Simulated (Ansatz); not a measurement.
Input file:

```yaml
crystal:
  periodic: [false, false, false]
  atoms:
    - {symbol: Al, position_ang: [0.000000, -0.207695, 1.267700]}
    - {symbol: Al, position_ang: [0.000000, 0.099313, -1.349078]}
    - {symbol: H, position_ang: [0.000000, 4.099390, 4.501585]}
    - {symbol: H, position_ang: [0.000000, -1.198089, -2.323205]}
basis:
  gaussian: {orbitals: 6-31G}
correlation: {method: fic_nevpt4_sd, electrons: outside_noble_gas, active_space: {window: {electrons: 8, orbitals: 6}, states: [{multiplicity: 1, weights: [1, 1]}]}}
```

```sh
$ ansatz run in.yaml --threads 1 --pin off --events-out ev --progress --plain --max-ram 2393MiB
```

Q: Roughly how long does this take on 1 thread of Arm Neoverse V1, shared host, and how much host memory?

A: 1.4 s wall and 0.16 GiB.

```
593 factors; integrals over basis functions are off by at most 1.9e-7 eV
mean field evaluation 1: about -13185.4216 eV, gradient 1.3e1 eV
mean field evaluation 2: about -13185.4220 eV, gradient 1.3e1 eV
mean field evaluation 4: about -13185.8537 eV, gradient 1.1e1 eV
mean field evaluation 8: about -13179.0283 eV, gradient 1.1e1 eV
mean field evaluation 16: about -13188.0194 eV, gradient 4.3e-2 eV
mean field evaluation 32: about -13187.5651 eV, gradient 2.2e0 eV
mean field evaluation 64: about -13188.0188 eV, gradient 1.5e-1 eV
mean field -13188.01945083 eV, -484.6507756574 hartree, gradient 9.2e-6 eV, S^2 0.000000; 5 other end points of the search recorded, 0 dependent functions left out; unrestricted orbitals would lower it
reference -13188.01945083 eV, -484.6507756574 hartree; 14, 14 occupied and 16, 16 virtual orbitals, 593 factors
state -13191.95686389 eV, -484.7954729185 hartree
state -13191.92669380 eV, -484.7943641879 hartree
state -13191.95686389 eV, -484.7954729185 hartree; corrected -13193.80274153 eV, -484.8633076706 hartree
state -13191.92669380 eV, -484.7943641879 hartree; corrected -13193.73006239 eV, -484.8606367614 hartree
Total energy: -13193.76640196 eV, -484.8619722160 hartree
```

The total printed last is the weighted mean of the 2 states, 0.036 eV above the lowest of them, and is no single state's energy.
